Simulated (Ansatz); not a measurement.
Antiferromagnetic (type II) rock-salt NiO, treated with LC-ωPBE in Ansatz (plane waves, PAW).

Settings: plane-wave cutoff 460 eV, 10×10×10 k mesh, Fermi–Dirac smearing 0.01 eV, spin-polarised with opposed moments, scalar-relativistic PAW data made under PBE.

Computed at the level's own relaxed cell.

Question: Predict the band gap, smallest direct gap on the k points sampled, Γ–Γ gap and magnetic moment (largest site, within a sphere).

Answer: 
band gap: 9.69 eV (on the SCF k mesh) (indirect)
smallest direct gap on the k points sampled: 10.19 eV
Γ–Γ gap: 11.08 eV
magnetic moment (largest site, within a sphere): 1.67 μB

Moments are spin moments.

The computed numbers hold no vibrational or temperature effects.

The result took around 2.3 core-hours (rough).

Ansatz is a program for electronic structure.
